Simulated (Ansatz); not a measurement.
Geometry optimisation, UKS r2SCANh-D4/def2-SVP in Ansatz.

input.yaml

```yaml
crystal:
  periodic: [false, false, false]
  atoms:
    - { symbol: F, position_ang: [0.5667, -0.1183, 1.7279] }
    - { symbol: B, position_ang: [0.8021, -0.2503, 0.3107] }
    - { symbol: S, position_ang: [-0.6304, -0.5402, -0.9203] }
    - { symbol: H, position_ang: [-0.6829, 0.8484, -1.1386] }
magnetization:
  spin_polarized: true
  initial_magnetization: 1
basis:
  gaussian: { orbitals: def2-SVP }
hamiltonian:
  xc: r2scanh
  dispersion: d4
relax:
  f_tol: 0.02
  max_steps: 40
```

Launched with:

```bash
$ ansatz run input.yaml --threads 1 --pin off --max-ram 2048MiB --backend cpu --events-out ev --progress --plain --runs-dir out
```

Task: Where does it end, and by what steps?

Result: The forces met the threshold. After 7 steps the energy has fallen by 0.929 eV; B2 moved furthest, 0.55 Å.

```
step  energy less start (eV)  largest force component (eV/Å)  accepted
   0                  0.0000                           4.111       yes
   1                 -0.3561                           2.563       yes
   2                 -0.7014                           0.852       yes
   3                 -0.8686                           0.761       yes
   4                 -0.8664                           1.260        no
   5                 -0.9272                           0.133       yes
   6                 -0.9292                           0.064       yes
   7                 -0.9293                           0.020       yes
```

```xyz
4
Properties=species:S:1:pos:R:3
F 0.787 -0.507 1.614
B 0.515 0.172 0.528
S -0.707 -0.387 -0.666
H -0.540 0.661 -1.495
```

Whether the end is a true minimum wasn't checked by a vibrational analysis.

Run time: 25 s on 1 thread of Arm Neoverse V2, on a shared host, peak memory 0.16 GiB.
